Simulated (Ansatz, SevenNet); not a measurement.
GaS (P6₃/mmc, No. 194): properties by level of theory

| level (code) | lattice parameter a (Å) | c axis length (Å) |
|---|---|---|
| SevenNet-0 (SevenNet) | [?] | [?] |
| LDA (Ansatz) | 3.536 | [?] |
| PBE-D4 (Ansatz) | 3.582 | [?] |

Q: Some entries are withheld; supply them.

A: 
- SevenNet-0 (SevenNet), lattice parameter a (Å): 3.635
- SevenNet-0 (SevenNet), c axis length (Å): 17.403
- LDA (Ansatz, an electronic-structure program), c axis length (Å): 15.239
- PBE-D4 (Ansatz), c axis length (Å): 15.286

Ansatz's density-functional and Hartree–Fock values are scalar-relativistic unless marked +SOC, with PAW data made under PBE.

The computed numbers hold no vibrational or temperature effects.
